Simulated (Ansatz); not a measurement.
# AlPH₂ (triplet): from Hartree-Fock to the top rungs, cc-pVDZ

An exercise on one series of results from a longer session: the logs are not shown, and one member is left open.

Computed with Ansatz 0.2.0, Gaussian basis. Level: cc-pVDZ, core rule «outside noble gas», up to 10 orbitals frozen.

Plan: UHF; CCSD(T) on ROHF; CCSD(T) on UHF; BCCD(T) on ROHF; CISD; CCSDT(Q) on ROHF; CCSDT(Q) on UHF; CCSDTQ on ROHF.

18 further runs of the same task are left out: 12 for a known fault of the program, 6 set aside as unsound or not needed.

**What is computed**

The geometry is a PBE0/def2-TZVP stationary point (not a proven minimum).

4 atoms, charge 0, spin multiplicity 3.

Atoms are counted from 1 here; the program's logs count them from 0.

Bond lengths: Al1–P2 2.334 Å, Al1–H3 1.588 Å, Al1–H4 1.588 Å. Angles: P2–Al1–H3 119.7°, P2–Al1–H4 119.7°, H3–Al1–H4 120.5°.

Set-up of the first run:

File in.yaml:

```yaml
crystal:
  periodic: [false, false, false]
  atoms:
    - {symbol: Al, position_ang: [0.000000, 0.000000, 1.179176]}
    - {symbol: P, position_ang: [0.000000, 0.000000, -1.155185]}
    - {symbol: H, position_ang: [0.000000, 1.378539, 1.966597]}
    - {symbol: H, position_ang: [0.000000, -1.378539, 1.966597]}
basis:
  gaussian: {orbitals: cc-pVDZ}
magnetization: {spin_polarized: true, initial_magnetization: 2}
hamiltonian: {xc: hf}
output: {orbitals: {seedname: orbitals}}
```

The run is started by

```sh
$ ansatz run in.yaml --threads 1 --pin off --events-out ev --progress --plain --max-ram 4096MiB --backend cpu
```

Steps of the session up to this table: UHF; CCSD(T) on ROHF; CCSD(T) on UHF; BCCD(T) on ROHF; CISD; CCSDT(Q) on ROHF; CCSDT(Q) on UHF; CCSDTQ on ROHF.

One of the session's tables, all rows but one given; the rest of the session is left out.

| method | from RCCSDTQ (meV) |
| --- | --- |
| ROHF | +5044.7 |
| UHF | +4911.7 |
| RMP2 | +1106.8 |
| UMP2 | ? |
| CISD | +480.3 |
| RCCSD | +143.9 |
| UCCSD | +139.9 |
| RCCSD(T) | +34.5 |
| UCCSD(T) | +34.1 |
| BCCD(T) | +34.0 |
| RCCSDT | +7.3 |
| UCCSDT | +6.9 |
| RCCSDT(Q) | +1.1 |
| UCCSDT(Q) | +0.7 |
| RCCSDTQ | 0 |

Estimate the missing values for UMP2.

**Answer.** from RCCSDTQ (meV): +1133.4. In the column «from RCCSDTQ (meV)» it lies between RMP2 (+1106.8) and UHF (+4911.7).

Caveats from the session: Restricted and unrestricted rows rest on different reference determinants; where their highest levels disagree by more than a few hundredths of an eV, they describe different states and don't form one ladder.
